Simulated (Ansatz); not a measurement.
# AlF2 (doublet): from Hartree-Fock to the top rungs, def2-QZVPP

An exercise on one series of results from a longer session: the logs are not shown, and one member is left open.

Computed with Ansatz 0.2.0, Gaussian basis. Level: def2-QZVPP, core rule «outside noble gas», up to 7 orbitals frozen.

The runs, in order: UHF; ROHF; CCSD(T) on UHF.

2 further runs of the same task are left out: 2 set aside as unsound or not needed.

**What is computed**

The geometry is a PBE0/def2-TZVP stationary point (not a proven minimum).

3 atoms, charge 0, spin multiplicity 2.

Atoms are counted from 1 here; the program's logs count them from 0.

Bond lengths: Al1–F2 1.647 Å, Al1–F3 1.647 Å. Angles: F2–Al1–F3 119.7°.

The first run:

File in.yaml:

```yaml
crystal:
  periodic: [false, false, false]
  atoms:
    - {symbol: Al, position_ang: [0.000000, -0.483815, 0.000000]}
    - {symbol: F, position_ang: [0.000000, 0.343557, -1.423547]}
    - {symbol: F, position_ang: [0.000000, 0.343557, 1.423547]}
basis:
  gaussian: {orbitals: "def2-QZVPP.json"}
magnetization: {spin_polarized: true, initial_magnetization: 1}
hamiltonian: {xc: hf}
output: {orbitals: {seedname: orbitals}}
```

Launch:

```sh
ansatz run in.yaml --threads 1 --pin off --events-out ev --progress --plain --max-ram 2393MiB
```

Steps of the session up to this table: UHF; ROHF; CCSD(T) on UHF.

One table of the session follows, with a row left open; its other results are not shown here.

It belongs to the step «Misses and costs». 

| method | from UCCSD(T) (kcal/mol) |
| --- | --- |
| ROHF | +392.56 |
| UHF | +392.27 |
| UMP2 | +9.27 |
| UCCSD | ? |
| UCCSD(T) | 0 |

Estimate the missing values for UCCSD.

As computed: from UCCSD(T) (kcal/mol): +12.14. In the column «from UCCSD(T) (kcal/mol)» it lies between UMP2 (+9.27) and UHF (+392.27).
